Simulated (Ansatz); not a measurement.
Reaction (SMILES): [PH2] (PH2) → 2 H atom + P atom
B3LYP-D3(BJ)/def2-TZVP geometries, fixed; electronic energies without zero-point terms.

Energies in hartree at B3LYP with Ansatz (a program for electronic structure); the atomisation energy is their sum with the coefficients shown, times 627.509 kcal/mol a hartree. All functions are spherical. The program fits the integrals of some runs and decomposes those of others, by size. Open shells are unrestricted. No added dispersion term, no relativity.

```csv
species,coefficient,part,cc-pV(D+d)Z,cc-pV(T+d)Z,cc-pV(Q+d)Z
[PH2] (PH2),-1,B3LYP,-342.52735,-342.54286,-342.54655
H atom,+2,B3LYP,-0.50126,-0.50216,-0.50235
P atom,+1,B3LYP,-341.27644,-341.28585,-341.28873
```

**Question.** Predict the atomisation energy in cc-pV(5+d)Z (X = 5): let each B3LYP step shrink by the ratio of the last two. Compare with the run.

**Answer.** 
- [PH2] (PH2): steps -0.01551 and -0.00369, ratio 0.238, so B3LYP -342.54743 (run: -342.54973).
- H atom: steps -0.00090 and -0.00019, ratio 0.211, so B3LYP -0.50239 (run: -0.50243).
- P atom: steps -0.00941 and -0.00288, ratio 0.306, so B3LYP -341.28961 (run: -341.29177).
Predicted 158.8 kcal/mol; the run in cc-pV(5+d)Z gives 158.8, a miss of 0.0. Keeping the value in cc-pV(Q+d)Z, 158.8, would miss by 0.0.
